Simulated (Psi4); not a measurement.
**SiH2F2 (SiF2H2): levels of theory compared**

We compute a comparison of 4 runs (PBE/def2-TZVP, TPSS/def2-TZVP, r2SCAN/def2-TZVP, revPBE/def2-TZVP) of SiH2F2 (SiF2H2). 

Program for the calculation: Psi4 1.11.

2 further runs of the same task are left out: 2 set aside as unsound or not needed.

## Step 1: The molecule

SiH2F2: 5 atoms, total charge 0, spin state singlet. SMILES: `[H][Si]([H])(F)F`. The Si1–H4 distance was set to 3.173 Å, away from the relaxed value. At this shape a bond of the SMILES string is far longer than usual.

Bond lengths: Si1–F2 1.594 Å, Si1–F3 1.594 Å, Si1–H5 1.443 Å. Angles: F2–Si1–F3 103.0°, F2–Si1–H5 107.9°, F3–Si1–H5 108.0°.

## Step 2: A single-point energy at PBE/def2-TZVP (run 1)

job.in reads:

```
memory 1600 MB

molecule system {
  Si     0.615183    -1.508143     0.405215
  F      0.715783    -1.527543     1.996005
  F      2.142563    -1.498073    -0.050235
  H     -0.680140     1.257800    -0.455540
  H      0.032803    -2.758853    -0.017415
  symmetry c1
}

set globals {
  puream               true
  e_convergence        1e-09
  d_convergence        1e-08
  scf_type             pk
  dft_radial_points    99
  dft_spherical_points 590
}

e, wfn = energy('pbe/def2-TZVP', return_wfn=True)
oeprop(wfn, 'MULLIKEN_CHARGES', 'DIPOLE', 'QUADRUPOLE')
```

Run with:

```sh
$ psi4 -n 1 job.in job.out
```

job.out:

```text
[...]
  Running in c1 symmetry.
[...]
  Nuclear repulsion =  114.718142296821725
[...]
  Multiplicity = 1
[...]
  Nalpha       = 17
  Nbeta        = 17
[...]
    Number of basis functions: 111
[...]
   @RKS iter   1:  -489.90292319329615   -2.14459e-01   6.20139e-03 DIIS/ADIIS
[...]
   @RKS iter  23:  -490.10562760389411   -3.58114e-12   1.83295e-09 DIIS
[...]
    Orbital Energies [Eh]
    ---------------------
    Doubly Occupied:
       1A    -65.516403     2A    -24.286859     3A    -24.286742
       4A     -5.153750     5A     -3.565355     6A     -3.565157
       7A     -3.562255     8A     -1.131932     9A     -1.112039
      10A     -0.538729    11A     -0.464027    12A     -0.449057
      13A     -0.430993    14A     -0.401254    15A     -0.387154
      16A     -0.381834    17A     -0.231265
[...]
  @RKS Final Energy:  -490.10562760389411
   => Energetics <=
    Nuclear Repulsion Energy =            114.7181422968217248
    One-Electron Energy =                -908.7508314239477158
    Two-Electron Energy =                 346.0848106012626886
    DFT Exchange-Correlation Energy =     -42.1577490780308182
    Empirical Dispersion Energy =           0.0000000000000000
    VV10 Nonlocal Energy =                  0.0000000000000000
    Total Energy =                       -490.1056276038941064
[...]
 Multipole Moments:
 ------------------------------------------------------------------------------------
     Multipole            Electronic (a.u.)      Nuclear  (a.u.)        Total (a.u.)
 ------------------------------------------------------------------------------------
 L = 1.  Multiply by 2.5417464519 to convert [e a0] to [Debye]
 Dipole X            :          3.1148161           -3.3003354           -0.1855194
 Dipole Y            :         -2.1665573            1.4290870           -0.7374702
 Dipole Z            :          2.1356916           -2.2771538           -0.1414623
 Magnitude           :                                                    0.7734930
 L = 2.  Multiply by 1.3450342976 to convert [e a0^2] to [Debye ang]
 Quadrupole XX       :        -85.0843761           65.6878564          -19.3965197
 Quadrupole XY       :         13.7921498          -11.8206663            1.9714835
[...]
  Mulliken Charges: (a.u.)
   Center  Symbol    Alpha    Beta     Spin     Total
       1    SI     6.72442  6.72442  0.00000  0.55116
       2     F     4.61163  4.61163  0.00000 -0.22326
       3     F     4.61154  4.61154  0.00000 -0.22308
       4     H     0.56155  0.56155  0.00000 -0.12311
       5     H     0.49086  0.49086  0.00000  0.01828
   Total alpha = 17.00000, Total beta = 17.00000, Total charge =  0.00000
    Psi4 run time: 0:00:16.23
```

It took 17 s on 1 thread of Intel Xeon 6975P-C (Granite Rapids), shared host; peak memory 0.62 GiB.

## Step 3: A single-point energy at TPSS/def2-TZVP (run 2)

job.in reads:

```
memory 1.6 GB

molecule m {
  0 1
  Si     1.16252739    -2.84997723     0.76574537
  F      1.35263383    -2.88663791     3.77190279
  F      4.04885727    -2.83094768    -0.09493039
  H     -1.28527833     2.37689752    -0.86084584
  H      0.06198869    -5.21347659    -0.03290958
  units bohr
  symmetry c1
}

set basis def2-TZVP
set puream true
set e_convergence 1e-09
set d_convergence 1e-08
set scf_type pk
set dft_radial_points 99
set dft_spherical_points 590

result = energy("tpss")
print_variables()
```

Run with:

```sh
$ psi4 -n 1 job.in job.out
```

job.out:

```text
[...]
  Running in c1 symmetry.
[...]
  Nuclear repulsion =  114.718142524230160
[...]
  Multiplicity = 1
[...]
  Nalpha       = 17
  Nbeta        = 17
[...]
    Number of basis functions: 111
[...]
   @RKS iter   1:  -490.30743275002209   -2.72264e-01   6.00757e-03 ADIIS/DIIS
[...]
   @RKS iter  16:  -490.47785020835079   -3.83125e-11   5.76513e-09 DIIS
[...]
    Orbital Energies [Eh]
    ---------------------
    Doubly Occupied:
       1A    -65.788171     2A    -24.442275     3A    -24.442153
       4A     -5.215040     5A     -3.590698     6A     -3.590468
       7A     -3.587342     8A     -1.159347     9A     -1.139889
      10A     -0.546958    11A     -0.470333    12A     -0.457083
      13A     -0.437218    14A     -0.407386    15A     -0.393337
      16A     -0.390330    17A     -0.236875
[...]
  @RKS Final Energy:  -490.47785020835079
   => Energetics <=
    Nuclear Repulsion Energy =            114.7181425242301600
    One-Electron Energy =                -908.7764547097029890
    Two-Electron Energy =                 346.1380330950734105
    DFT Exchange-Correlation Energy =     -42.5575711179514187
    Empirical Dispersion Energy =           0.0000000000000000
    VV10 Nonlocal Energy =                  0.0000000000000000
    Total Energy =                       -490.4778502083507874
[...]
 Multipole Moments:
 ------------------------------------------------------------------------------------
     Multipole            Electronic (a.u.)      Nuclear  (a.u.)        Total (a.u.)
 ------------------------------------------------------------------------------------
 L = 1.  Multiply by 2.5417464519 to convert [e a0] to [Debye]
 Dipole X            :          3.1305546           -3.3003354           -0.1697809
 Dipole Y            :         -2.2021178            1.4290870           -0.7730308
 Dipole Z            :          2.1460645           -2.2771538           -0.1310893
 Magnitude           :                                                    0.8022385
[...]
```

Wall time 28 s (1 thread of Intel Xeon 6975P-C (Granite Rapids), shared host); peak memory 0.64 GiB.

Run 3 isn't shown in full; the table further down has it.

## Step 4: Energy and gradient at revPBE/def2-TZVP (run 4)

calc.inp reads:

```
memory 1600 mb

molecule geom {
  Si     0.615183    -1.508143     0.405215
  F      0.715783    -1.527543     1.996005
  F      2.142563    -1.498073    -0.050235
  H     -0.680140     1.257800    -0.455540
  H      0.032803    -2.758853    -0.017415
  units angstrom
  symmetry c1
  no_reorient
  no_com
}

set basis def2-TZVP
set puream true
set e_convergence 1e-09
set d_convergence 1e-08
set scf_type pk
set dft_radial_points 99
set dft_spherical_points 590

E, wfn = gradient("revpbe", return_wfn=True)
oeprop(wfn, "QUADRUPOLE", "DIPOLE", "LOWDIN_CHARGES", title="REVPBE")
```

Run with:

```sh
$ psi4 -n 1 calc.inp calc.out
```

calc.out:

```text
[...]
  Running in c1 symmetry.
[...]
  Nuclear repulsion =  114.718142296821725
[...]
  Multiplicity = 1
[...]
  Nalpha       = 17
  Nbeta        = 17
[...]
    Number of basis functions: 111
[...]
   @RKS iter   1:  -490.14105953852851   -2.47250e-01   6.02414e-03 ADIIS/DIIS
[...]
   @RKS iter  22:  -490.31649187928701   -5.40012e-12   2.12810e-09 DIIS
[...]
    Orbital Energies [Eh]
    ---------------------
    Doubly Occupied:
       1A    -65.531843     2A    -24.297751     3A    -24.297634
       4A     -5.158970     5A     -3.565126     6A     -3.565038
       7A     -3.562034     8A     -1.132735     9A     -1.113078
      10A     -0.536625    11A     -0.461760    12A     -0.446979
      13A     -0.428515    14A     -0.398995    15A     -0.384902
      16A     -0.380466    17A     -0.229987
[...]
  @RKS Final Energy:  -490.31649187928701
   => Energetics <=
    Nuclear Repulsion Energy =            114.7181422968217248
    One-Electron Energy =                -908.7399380147711554
    Two-Electron Energy =                 346.0890908768491272
    DFT Exchange-Correlation Energy =     -42.3837870381866963
    Empirical Dispersion Energy =           0.0000000000000000
    VV10 Nonlocal Energy =                  0.0000000000000000
    Total Energy =                       -490.3164918792870139
[...]
  -Total Gradient:
     Atom            X                  Y                   Z
    ------   -----------------  -----------------  -----------------
       1       -0.001370772118    -0.035177315913    -0.001671386523
       2        0.007365124777    -0.002713343969    -0.009981245896
       3       -0.006879358804    -0.002974700919     0.010373228531
       4       -0.011500273602     0.026519321294    -0.007602907609
       5        0.012348831319     0.014305594615     0.008857372438
[...]
 Multipole Moments:
 ------------------------------------------------------------------------------------
     Multipole            Electronic (a.u.)      Nuclear  (a.u.)        Total (a.u.)
 ------------------------------------------------------------------------------------
 L = 1.  Multiply by 2.5417464519 to convert [e a0] to [Debye]
 Dipole X            :        -63.8257176           63.6655138           -0.1602039
 Dipole Y            :         93.4290840          -94.1945307           -0.7654466
 Dipole Z            :        -43.0436867           42.9194314           -0.1242553
 Magnitude           :                                                    0.7918417
 L = 2.  Multiply by 1.3450342976 to convert [e a0^2] to [Debye ang]
 Quadrupole XX       :       -204.6390677          184.5821338          -20.0569339
 Quadrupole XY       :        189.0871276         -188.0626288            1.0244988
[...]
```

Run time: 22 s. Hardware: 1 thread of Intel Xeon 6975P-C (Granite Rapids), shared host; peak memory 0.62 GiB.

## Step 5: All runs side by side

| run | level | task | energy (Eh) | dipole moment (D) | HOMO energy (eV) | LUMO energy (eV) | wall time |
| --- | --- | --- | --- | --- | --- | --- | --- |
| 1 | PBE/def2-TZVP | energy | -490.105628 | 1.97 | -6.29 | -4.75 | 17 s |
| 2 | TPSS/def2-TZVP | energy | -490.477850 | 2.04 | -6.45 | -4.77 | 28 s |
| 3 | r2SCAN/def2-TZVP | gradient | -490.332335 | 2.06 | -6.51 | -4.78 | 29 s |
| 4 | revPBE/def2-TZVP | gradient | -490.316492 | 2.01 | -6.26 | -4.72 | 22 s |

## Step 6: What came out

| quantity | value |
| --- | --- |
| run 4: total energy | -490.31649 Eh |
| run 4: dipole moment | 2.01 D |
| run 4: HOMO energy | -6.26 eV |
| run 4: LUMO energy | -4.72 eV |
| run 4: HOMO–LUMO gap | 1.54 eV |
| run 4: largest force on an atom | 1.812 eV/Å |

What this shows: The dipole moment (its size) runs from 1.97 D (PBE/def2-TZVP) to 2.06 D (r2SCAN/def2-TZVP). The HOMO–LUMO gap runs from 1.54 eV (PBE/def2-TZVP) to 1.73 eV (r2SCAN/def2-TZVP). Totals of different functionals can't be ranked against each other. In runs 1, 2, 3, 4 a closed-shell determinant meets a far-stretched bond, which it describes badly. All runs together took 96 s, the longest 29 s.
